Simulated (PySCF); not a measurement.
# 1,3-dioxolane (C3H6O2): NMR shifts and spin-spin couplings

Wanted: the NMR shifts and spin-spin couplings of 1,3-dioxolane (C3H6O2) (`C1COCO1`), by calculation.

Programs: PySCF 2.14.0, with density-fitted response routines of our own. Each step states its level of theory. These are calculated values for one molecule in the gas phase, unless marked as measured. Atoms count from 0, in the outputs and in this text.

**1. Starting geometry**

11 atoms, charge 0, multiplicity 1; geometry from: GFN2-xTB.

Bonds of the start (Å): C0–C1 1.55, C1–O2 1.41, O2–C3 1.40, C3–O4 1.40, O4–C0 1.41, C0–H5 1.09, C0–H6 1.10, C1–H7 1.09, C1–H8 1.10, C3–H9 1.09, C3–H10 1.11.

**2. Nuclear shieldings: PBE0/pcSseg-1**

What the job is given:

```
{"job": {"kind": "nmr", "xc": "PBE0", "basis": "pcSseg-1"}, "charge": 0, "multiplicity": 1}
C     -0.630444     0.825383    -0.296613
C     -0.855328    -0.647408     0.120709
O      0.424921    -1.237712     0.013018
C      1.334913    -0.179623     0.079247
O      0.749632     0.894077    -0.596249
H     -1.184077     1.109597    -1.192170
H     -0.880317     1.510899     0.522835
H     -1.531518    -1.185321    -0.544806
H     -1.223887    -0.714125     1.151982
H      2.263033    -0.464147    -0.419958
H      1.538495     0.091050     1.136043
```

Method: GIAO PBE0/pcSseg-1 NMR shielding, non-relativistic, gas phase.

**Question.** This job is followed by: B3LYP/pcJ-1 indirect spin-spin coupling, non-relativistic, gas phase. Predict these results of the whole session: ¹³C shifts against TMS (PBE0/pcSseg-1, means over atoms taken as alike); ¹H shifts against TMS (PBE0/pcSseg-1, means over atoms taken as alike); ¹⁷O shifts against H2O (PBE0/pcSseg-1, means over atoms taken as alike); largest coupling of the table (B3LYP/pcJ-1).

**Answer**, as computed:

```
                                                               quantity                    value
¹³C shifts against TMS (PBE0/pcSseg-1, means over atoms taken as alike)           99.9, 67.1 ppm
 ¹H shifts against TMS (PBE0/pcSseg-1, means over atoms taken as alike)           5.10, 3.97 ppm
¹⁷O shifts against H2O (PBE0/pcSseg-1, means over atoms taken as alike)                 77.2 ppm
                            largest coupling of the table (B3LYP/pcJ-1)  ¹J(C,H) C3–H9, 167.9 Hz
```

**Reading.** The most deshielded hydrogen is H9, H10 (mean) (hydrogen on an sp3 carbon bearing two oxygens), at 5.10 ppm: its carbon carries O, an electronegative neighbour. At PBE0/pcSseg-1: The widest tensor belongs to O2, O4: span 190 ppm, with a paramagnetic part of -137 ppm. Of the pairs tabulated at B3LYP/pcJ-1, C3–H9 (mean over like pairs) couples most strongly (167.9 Hz; Fermi contact 167.2 Hz). Couplings across rotatable bonds belong to this one conformer; where others are populated, the observed values are averages.
